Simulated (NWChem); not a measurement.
# Correlation energy of Na

```xyz
1

Na     0.0000     0.0000     0.0000
```
Charge 0, spin multiplicity 2.

Program: NWChem.

Basis set: def2-TZVP. Each correlation energy counts from its own Hartree-Fock reference.

The correlated methods keep 1 core orbital frozen. No SCF solution was tested for a lower state. Open-shell Hartree-Fock references start from PBE0 orbitals. Coupled-cluster values serve here as a point of comparison, not as the truth.

**Question.** Order these methods by the correlation energy they give, lowest first: CCSD(T) on ROHF, CCSD on ROHF, SCS-UMP2, UMP2.

**Answer.** CCSD(T) on ROHF (-171.1 mHa), CCSD on ROHF (-169.0 mHa), UMP2 (-163.7 mHa), SCS-UMP2 (-156.5 mHa)
